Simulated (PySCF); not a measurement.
fluoromethane (CH3F), SMILES CF. Atoms are numbered in the order given.

```xyz
5

C      0.0000     0.0000     0.6348
F      0.0000     0.0000    -0.7523
H      0.8952     0.5169     0.9873
H     -0.8952     0.5169     0.9873
H      0.0000    -1.0337     0.9873
```

Geometry: r2SCAN-D4/def2-TZVP.

Computed with PBE/pcSseg-2 (PySCF).

GIAO shieldings, no solvent; atoms alike by connectivity are averaged. δ = σ(ref) − σ: ¹³C against TMS (σ = 181.4 ppm); ¹⁹F against CFCl3 (σ = 132.0 ppm); ¹H against TMS (σ = 31.47 ppm), references at their B3LYP-D3(BJ)/def2-TZVP geometries, non-relativistic.

```csv
nucleus,atoms,count,δ (ppm)
¹³C,C1,1,79.0
¹⁹F,F2,1,-323.8
¹H,"H3, H4, H5",3,4.54
```
